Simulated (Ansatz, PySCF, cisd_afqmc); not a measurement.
Species: SO2, charge 0, singlet. SO2 (sulfur dioxide, SMILES O=S=O).
B3LYP-D3(BJ)/def2-TZVP minimum from Ansatz (a first-principles code):
```xyz
3

S     -0.0171     0.0041     0.3653
O      0.0256     1.2345    -0.3789
O      0.0086    -1.2427    -0.3517
```

Wanted: enthalpy of formation at 298 K (by atomisation, with ideal-gas terms from PySCF's Hessian at B3LYP-D3(BJ)/def2-TZVP and the atoms' measured values of the G2/97 table; no spin-orbit terms), in kcal/mol. Open shells are spin-unrestricted; no spin-orbit coupling. Correlated methods leave the cores frozen. Rows without X2C or -DK are non-relativistic. The Monte Carlo rows (phaseless AFQMC, CISD trial, step 0.005/hartree) carry one-sigma bars that omit the constraint's bias. Outlying blocks are dropped, and bars are widened where a walk drifts. Over all cases where full CI ran beside it in this data, AFQMC minus full CI had a median of +0.1 mEh and passed +0.4 mEh in a tenth of the cases. CBS(X,Y): correlation extrapolated as X^-3, Hartree-Fock from the larger set (Q,5: extrapolated as (X+1)exp(-9√X)). A bracket is a step between two methods taken in the basis named. Functionals run without relativity, which enters their misses. Double hybrids freeze cores in their MP2 part. 'core' is core correlation in cc-pwCVTZ (1s frozen past Ne), 'X2C' scalar relativity in cc-pVTZ-DK, both at CCSD(T). The restricted determinant of O2S (O=S=O, singlet) is unstable towards broken spin symmetry in at least one set run.

Measured: -71.0 kcal/mol, -297.1 kJ/mol (G2/97 table in ASE (Curtiss et al.)); atomic spin-orbit terms, which the calculations lack, would raise the computed values.

```tsv
level	program	enthalpy of formation at 298 K (kcal/mol)	error against that value
B2PLYP/def2-TZVPD	Ansatz	-66.5	4.5
MP2/cc-pV(5+d)Z	Ansatz	-93.8	-22.8
CCSD/cc-pV(D+d)Z	Ansatz	-5.2	65.8
CCSD(T)/CBS(cc-pV(T+d)Z,cc-pV(Q+d)Z)	Ansatz	-69.6	1.4
CCSDT(Q)/cc-pV(D+d)Z	Ansatz	-18.1	52.9
CCSDT(Q)/cc-pV(T+d)Z	Ansatz	-54.6	16.4
AFQMC/CISD/cc-pV(D+d)Z	cisd_afqmc	-17.9 ± 0.3	53.1
AFQMC/CISD/cc-pV(T+d)Z	cisd_afqmc	-54.2 ± 0.4	16.8
CCSD(T)/CBS(cc-pV(Q+d)Z,cc-pV(5+d)Z) + [AFQMC/CISD - CCSD(T)]/cc-pV(D+d)Z + core + X2C	Ansatz + cisd_afqmc	-73.6 ± 0.3	-2.6
CCSD(T)/CBS(cc-pV(Q+d)Z,cc-pV(5+d)Z) + [CCSDT(Q) - CCSD(T)]/cc-pV(T+d)Z + core + X2C	Ansatz	-72.9	-1.9
```
